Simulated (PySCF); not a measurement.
Gas-phase reaction: SiH2Cl2 + 2 H + SiH2 = 2 SiH3Cl

Computed with PySCF and rigid-rotor harmonic-oscillator thermochemistry at 1 bar. The comparison is the NASA 1993 polynomial table, which mixes measured and estimated data. † marks an energy on the PBE0/def2-TZVP geometry and frequencies; other levels use their own. MP2 freezes the core. 6-31G* has spherical d functions here. Open shells (unrestricted): H (multiplicity 2); the rest are closed-shell singlets. B3LYP is the form with VWN-RPA correlation. For this reaction the table lies outside the span of B3LYP, CCSD(T), M06-2X, MP2, PBE0, r2SCAN, ωB97M-V, ωB97X-V in their largest bases here; which side is off was not settled. MP2 isn't extrapolated to the basis-set limit. The table's entry may be an old estimate for SiH2Cl2, SiH2, SiH3Cl (not checked at source).

| level | ΔH°(298 K), kJ |
|---|---|
| table | -644.5 |
| B3LYP/def2-TZVP† | … |
| HF/6-31G* | -558.4 |
| HF/def2-TZVP† | … |
| MP2/def2-TZVPP† | -652.7 |
| PBE/def2-TZVP† | -645.2 |
| PBE0/def2-TZVP | -656.7 |
| r2SCAN/def2-TZVP† | … |
| LDA/def2-TZVP† | … |

Question: Complete the blanks.

Answer: 
- B3LYP/def2-TZVP†, ΔH°(298 K), kJ: -666.1
- HF/def2-TZVP†, ΔH°(298 K), kJ: -569.5
- r2SCAN/def2-TZVP†, ΔH°(298 K), kJ: -674.9
- LDA/def2-TZVP†, ΔH°(298 K), kJ: -706.3
